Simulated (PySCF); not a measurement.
## Do core-level shifts follow atomic charges?

Compound: C₄H₄NO (charge -1).
Numbering: `[CH3:1]/[CH:2]=[C:3](\[O-:4])[C:5]#[N:6]`

Binding energies: delta-SCF UKS SCAN, pcX-2 on the ionised atom, pcseg-1 elsewhere, spin-free X2C (PySCF 2.14.0). Charges: PBE0/pcSseg-1 ground-state density, for the ionised atom.

```tsv
atom	environment	C 1s (eV)	Mulliken (e)	IAO (e)	Hirshfeld (e)	ESP (e)
C2	carbon bonded to 2 C and H	284.34	-0.433	-0.361	-0.173	-0.499
C1	allylic carbon	286.22	-0.206	-0.412	-0.149	+0.104
C3	vinylic carbon bearing oxygen	287.16	+0.249	+0.208	+0.017	+0.242
```

Task: How well does each charge scheme correlate with the binding energies over these sites?

Result: ESP: r = 0.99, slope 3.6 eV per e; Mulliken: r = 0.93, slope 3.8 eV per e; Hirshfeld: r = 0.83, slope 11.5 eV per e; IAO: r = 0.71, slope 2.9 eV per e. ESP charges have the highest r, on only 3 points.

Task: The point-charge model writes a binding energy as kq + V + constant, with V the potential of the other atoms' charges at the site. What does it give with the Hirshfeld charges?

Result: V = Σ 14.40 eV Å × q/r over all other atoms: -4.90 eV at C2, -4.05 eV at C1, -8.87 eV at C3. Fitting binding energy − V to q gives k = 35.4 eV per e and leaves an rms residual of 0.08 eV, against 0.66 eV for the fit on q alone. The model has no term for differences in relaxation between sites.

Spin contamination (⟨S²⟩ against 0.75 for a pure doublet) is marked for C 1s of C3 (0.95), which makes this value less certain. The species carries charge -1, so core ionisation leaves a neutral species. The basis sets have no added diffuse functions. Isolated species at its GFN2-xTB geometry, gas phase.
